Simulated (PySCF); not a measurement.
**Reproducing measurements on trans-2-pentene**

**What was measured.**

From NIST CCCBDB Release 22 (SRD 101), experimental polarizabilities, for the gas: mean polarisability 9.839 Å³.

The runs below try to reproduce these values; the comparison stands at the end.

Species: trans-2-pentene, C5H10.
Atom-mapped SMILES: `[CH3:1]/[CH:2]=[CH:3]/[CH2:4][CH3:5]` (hydrogens: H6, H7, H8 on C1; H9 on C2; H10 on C3; H11, H12 on C4; H13, H14, H15 on C5)

Structure used (PBE0-D3(BJ)/def2-TZVP), in Å, numbered top down from 1:
```
atom  x, y, z in Å
C1     2.5578   -0.1367    0.0901
C2     1.1789   -0.1691   -0.4737
C3     0.0709   -0.3670    0.2298
C4    -1.3127   -0.3891   -0.3280
C5    -2.2041    0.6914    0.2741
H6     3.1880   -0.9116   -0.3584
H7     3.0467    0.8211   -0.1148
H8     2.5491   -0.2893    1.1712
H9     1.0901   -0.0198   -1.5497
H10    0.1562   -0.5108    1.3077
H11   -1.7660   -1.3696   -0.1364
H12   -1.2688   -0.2752   -1.4157
H13   -3.2199    0.6336   -0.1237
H14   -2.2650    0.5891    1.3608
H15   -1.8086    1.6862    0.0569
```

The PySCF runs (gas phase, on this PBE0-D3(BJ)/def2-TZVP geometry; no spin–orbit coupling):

```csv
level,job,basis functions
CAM-B3LYP/aug-cc-pVTZ,"10 singlets by full TDDFT, 4 Tamm–Dancoff triplets, polarisability",460
PBE0/aug-cc-pVTZ,"10 singlets by full TDDFT, 4 Tamm–Dancoff triplets, polarisability, dynamic polarisability",460
wB97X-D/aug-cc-pVTZ,"10 singlets by full TDDFT, 4 Tamm–Dancoff triplets, polarisability, ΔSCF ions",460
```

Results beside the measurements:

**Mean polarisability.** Measured: 9.839 Å³ (NIST CCCBDB Release 22 (SRD 101), experimental polarizabilities).

| level | computed (Å³) | computed − measured (Å³) | % (from the printed values) |
| --- | --- | --- | --- |
| CAM-B3LYP/aug-cc-pVTZ | 9.751 | -0.088 | -1 |
| PBE0/aug-cc-pVTZ | 9.841 | +0.002 | 0 |
| wB97X-D/aug-cc-pVTZ | 9.746 | -0.093 | -1 |

Closest is PBE0/aug-cc-pVTZ (+0.002 Å³), furthest wB97X-D/aug-cc-pVTZ (-0.093 Å³); one molecule doesn't rank methods. The computed values are static and purely electronic, with core orbitals frozen in the response (1 au = 0.148185 Å³). The table of measured values doesn't say here whether a value is static or optical, or holds a vibrational part. The measurement averages over conformers, the calculation has one.

No measured geometry was used, and the causes of the misses weren't examined.
